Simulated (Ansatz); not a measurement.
## How methods differ on AlH2ClO (SMILES [OH][AlH][Cl])

The species is AlH2ClO (5 atoms), meant as a singlet with charge 0. As SMILES, `[OH][AlH][Cl]`. The coordinates come from a PBE0-D4/def2-TZVP relaxation. This is one conformer, not always the lowest.

```xyz
5

O    -1.1101    0.3709   -0.5144
Al    0.4310    0.1849    0.1375
Cl    1.1149   -1.7254    0.6628
H    -1.7195   -0.3491   -0.6695
H     1.3335    1.4450    0.3422
```

Each level gives the energy change with the Al2–Cl3 bond stretched from 2.096 to 3.144 Å (eV). The values are calculated.

```json
{"level": "PBE/STO-3G (restricted)", "kind": "GGA", "program": "Ansatz", "value (eV)": "3.25", "less FCI/STO-3G": "-0.65", "CPU time (all runs)": "0.94 s"}
{"level": "r2SCAN/STO-3G (restricted)", "kind": "meta-GGA", "program": "Ansatz", "value (eV)": "3.45", "less FCI/STO-3G": "-0.45", "CPU time (all runs)": "2 s"}
{"level": "PBE0/STO-3G (restricted)", "kind": "global hybrid", "program": "Ansatz", "value (eV)": "3.65", "less FCI/STO-3G": "-0.25", "CPU time (all runs)": "0.96 s"}
{"level": "wB97M-V/STO-3G (restricted)", "kind": "range-separated hybrid", "program": "Ansatz", "value (eV)": "3.88", "less FCI/STO-3G": "-0.02", "CPU time (all runs)": "14 s"}
{"level": "B2PLYP/STO-3G (restricted)", "kind": "double hybrid", "program": "Ansatz", "value (eV)": "3.69", "less FCI/STO-3G": "-0.21", "CPU time (all runs)": "1.6 s"}
{"level": "RPA@PBE/STO-3G (restricted)", "kind": "RPA", "program": "Ansatz", "value (eV)": "3.33", "less FCI/STO-3G": "-0.57", "CPU time (all runs)": "1.5 s"}
{"level": "MP2/STO-3G (restricted)", "kind": "perturbation theory", "program": "Ansatz", "value (eV)": "4.02", "less FCI/STO-3G": "+0.12", "CPU time (all runs)": "0.16 s"}
{"level": "CCSDTQ/STO-3G (restricted)", "kind": "coupled cluster or CI", "program": "Ansatz", "value (eV)": "3.89", "less FCI/STO-3G": "-0.01", "CPU time (all runs)": "9.3 s"}
{"level": "FCI/STO-3G", "kind": "exact in the basis", "program": "Ansatz", "value (eV)": "3.90", "less FCI/STO-3G": "0.00", "CPU time (all runs)": "19 s"}
```

FCI/STO-3G is exact within its basis and frozen core, so for wave-function methods in that basis the difference is their error; functionals converge differently with the basis, so for them it is only a difference. The first shape isn't each level's own minimum. The values span 3.25 to 4.02 eV. All rows use very small basis sets, so even the best lies far from the true value. CPU times are rough (shared hosts, several kinds of processor): they show what a rung costs within a factor of a few.
